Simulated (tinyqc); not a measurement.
Starting guesses with DIIS over 6 matrices: SCF starting guesses in the sto-6g basis, for H2O, spin multiplicity 3. Computed by the program tinyqc with PySCF. 

Geometry (angstrom):
```
atom       x        y       z
O     0.0000   0.0000  0.0000
H     0.0000   1.1510  0.6950
H     0.0000  -1.1510  0.6950
```

lowest solution found by these runs and by PySCF with stability checks = -75.448007 hartree

UHF with one setting changed at a time; a run stops when the energy changes by less than 1e-09 hartree and the error matrix is below 1e-5. Starts: the lowest orbitals of the core Hamiltonian, of the Wolfsberg-Helmholz matrix (K = 1.75), projected atomic densities, random orbitals, and the highest orbitals of the core Hamiltonian (a deliberately bad start).

Largest element of the error matrix X^T (FDS - SDF) X:
```
iteration     core  Wolfsberg-Helmholz  atomic densities   random  highest core orbitals
1          1.8e-01             1.7e-01           3.3e-01  5.3e+00                2.0e-01
2          2.5e-02             5.5e-02           2.8e-02  2.2e-01                1.9e-01
3          1.1e-02             2.0e-02           2.8e-02  3.6e-02                2.0e-01
4          8.0e-03             1.3e-02           2.2e-02  1.8e-02                2.0e-01
5          3.6e-03             1.2e-02           5.3e-03  1.6e-02                2.0e-01
6          3.8e-04             3.8e-03           3.0e-03  1.2e-02                1.9e-01
8          5.4e-06             3.2e-03           4.3e-04  4.8e-03                1.7e-01
10               -             6.7e-05           1.0e-05  3.3e-03                9.5e-02
14               -                   -                 -  9.1e-04                7.3e-02
20               -                   -                 -  1.8e-05                1.1e-05
```

How each run ends:
```
run                    iterations  E (hartree)         state
core                            9    -75.44801  lowest found
Wolfsberg-Helmholz             13    -75.34971        higher
atomic densities               12    -75.44801  lowest found
random                         25    -75.44801  lowest found
highest core orbitals          22    -75.28653        higher
```

3 of 5 runs reach the lowest solution found, in 9 to 25 iterations (fastest: core). Ending on a higher stationary point: Wolfsberg-Helmholz, highest core orbitals; a small error matrix cannot reveal that, and an occupation fixed by the start is kept by symmetry or by the shape of the basin. The first errors are 2e-01, 2e-01, 3e-01, 5e+00, 2e-01.
